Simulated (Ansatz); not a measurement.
**CSO (singlet): wave-function methods side by side at distance O2–S3 = 1.933 Å, cc-pVDZ**

How much of the correlation energy of CSO (singlet) does each wave-function method recover here?

Program: Ansatz 0.2.0, Gaussian basis. Level of theory: cc-pVDZ, core rule «outside noble gas», up to 7 orbitals frozen. These are calculated values, not measurements.

To be run: UHF; CCSD(T) on RHF; CCSD(T) on UHF; BCCD(T) on RHF; CISD; CCSDT(Q) on RHF; CCSDT(Q) on UHF; CASSCF and MRCISD+Q, 2 electrons in 2 orbitals; CASSCF and NEVPT2, 2 electrons in 2 orbitals.

25 further runs of the same task are left out: 10 for a known fault of the program, 1 for a mislabelled method, 13 that didn't finish, 1 set aside as unsound or not needed.

## (1) The geometry

The geometry derives from a PBE0/def2-TZVP stationary point (not a proven minimum). One bond is set to the value named and the two fragments are kept rigid.

3 atoms, charge 0, spin multiplicity 1.

Atoms are counted from 1 here; the program's logs count them from 0.

Bond lengths: C1–O2 1.148 Å.

Geometry (Å):

| atom | x (Å) | y (Å) | z (Å) |
| --- | --- | --- | --- |
| C1 | 0.00000 | 0.00000 | -1.40947 |
| O2 | 0.00000 | 0.00000 | -0.26177 |
| S3 | 0.00000 | 0.00000 | 1.67123 |

## (2) UHF

The input, in.yaml:

```yaml
crystal:
  periodic: [false, false, false]
  atoms:
    - {symbol: C, position_ang: [0.000000, 0.000000, -1.409467]}
    - {symbol: O, position_ang: [0.000000, 0.000000, -0.261767]}
    - {symbol: S, position_ang: [0.000000, 0.000000, 1.671233]}
basis:
  gaussian: {orbitals: cc-pVDZ}
magnetization: {spin_polarized: true, initial_magnetization: 0}
hamiltonian: {xc: hf}
output: {orbitals: {seedname: orbitals}}
```

On the command line:

```
ansatz run in.yaml --threads 1 --pin off --events-out ev --progress --plain --max-ram 2393MiB
```

After this run come: CCSD(T) on RHF; CCSD(T) on UHF; BCCD(T) on RHF; CISD; CCSDT(Q) on RHF; CCSDT(Q) on UHF; CASSCF and MRCISD+Q, 2 electrons in 2 orbitals; CASSCF and NEVPT2, 2 electrons in 2 orbitals.

Q: Predict the results of all the runs planned. Wanted: RCCSDT(Q) below the RHF energy; RMP2 from RCCSDT(Q); UMP2 from RCCSDT(Q); RCCSD from RCCSDT(Q); RCCSD(T) from RCCSDT(Q); UCCSD(T) from RCCSDT(Q); UCCSDT(Q) from RCCSDT(Q); NEVPT2 pair from RCCSDT(Q); MRCISD+Q pair from RCCSDT(Q).

The runs gave:

| quantity | value |
| --- | --- |
| RCCSDT(Q) below the RHF energy | -12.0818 eV |
| RMP2 from RCCSDT(Q) | +28.71 kcal/mol |
| UMP2 from RCCSDT(Q) | +31.64 kcal/mol |
| RCCSD from RCCSDT(Q) | +11.32 kcal/mol |
| RCCSD(T) from RCCSDT(Q) | +1.60 kcal/mol |
| UCCSD(T) from RCCSDT(Q) | +2.27 kcal/mol |
| UCCSDT(Q) from RCCSDT(Q) | +0.02 kcal/mol |
| NEVPT2 pair from RCCSDT(Q) | +29.61 kcal/mol |
| MRCISD+Q pair from RCCSDT(Q) | +7.84 kcal/mol |
| levels within 1 kcal/mol (43 meV) | UCCSDT(Q) |
| T1 diagnostic | 0.022 |

What this shows: RCCSD(T) misses by +1.60 kcal/mol, 0.6 % of the correlation energy. CCSD(T) misses by +1.60 kcal/mol on the restricted determinant and by +2.27 kcal/mol on the unrestricted one; the two need not hold the same state or core. Of the multireference levels listed MRCISD+Q pair comes nearest in total energy (+7.84 kcal/mol), which doesn't show that its space is the better one. These misses are within one basis, not against nature.
